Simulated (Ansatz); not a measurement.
Reaction (SMILES): [O-][O+]=O → O3- (doublet, bonded as [O-][O+]=O) (an electron is taken up)
B3LYP-D3(BJ)/def2-TZVP geometries, fixed; electronic energies without zero-point terms; positive where energy is released.
Largest species:
```xyz
3

O     -0.0102     1.0756    -0.2169
O      0.0093     0.0011     0.4285
O      0.0009    -1.0767    -0.2116
```

Basis-set convergence of the adiabatic electron affinity at PBE0 with Ansatz (a first-principles code). All functions are spherical. The program fits the integrals of some runs and decomposes those of others, by size. Open shells are unrestricted. No added dispersion term, no relativity. Functions are those of the species that has most. Reference: the value in aug-pcseg-3, 2.399 eV. Deviations are taken from unrounded values.

| basis | functions | adiabatic electron affinity (eV) |
|---|---|---|
| cc-pVDZ | 42 | 1.567 |
| aug-cc-pVDZ | 69 | 2.445 |
| def2-SVP | 42 | 1.673 |
| def2-SVPD | 69 | 2.540 |
| pcseg-1 | 42 | 2.123 |
| aug-pcseg-1 | 69 | 2.519 |
| 6-311G** | 54 | 1.894 |
| 6-311+G** | 66 | 2.540 |
| cc-pVTZ | 90 | 1.970 |
| aug-cc-pVTZ | 138 | 2.426 |
| pcseg-2 | 90 | 2.322 |
| aug-pcseg-2 | 138 | 2.424 |
| def2-TZVPP | 93 | 2.181 |
| def2-TZVPPD | 120 | 2.408 |
| cc-pVQZ | 165 | 2.146 |
| aug-cc-pVQZ | 240 | 2.399 |
| def2-QZVPP | 171 | 2.290 |
| def2-QZVPPD | 198 | 2.398 |
| pcseg-3 | 180 | 2.359 |
| aug-pcseg-3 | 255 | 2.399 |

What the diffuse functions change, pair by pair:
- cc-pVDZ to aug-cc-pVDZ: 27 more functions, deviation -0.832 to 0.047 eV
- def2-SVP to def2-SVPD: 27 more functions, deviation -0.725 to 0.141 eV
- pcseg-1 to aug-pcseg-1: 27 more functions, deviation -0.275 to 0.121 eV
- 6-311G** to 6-311+G**: 12 more functions, deviation -0.504 to 0.141 eV
- cc-pVTZ to aug-cc-pVTZ: 48 more functions, deviation -0.429 to 0.027 eV
- pcseg-2 to aug-pcseg-2: 48 more functions, deviation -0.077 to 0.026 eV
- def2-TZVPP to def2-TZVPPD: 27 more functions, deviation -0.217 to 0.010 eV
- cc-pVQZ to aug-cc-pVQZ: 75 more functions, deviation -0.253 to 0.000 eV
- def2-QZVPP to def2-QZVPPD: 27 more functions, deviation -0.108 to 0.000 eV
- pcseg-3 to aug-pcseg-3: 75 more functions, deviation -0.040 to 0.000 eV

Leaving out the reference's own pair, they bring the value nearer the reference by more than 0.001 eV in 9 of 9 pairs.
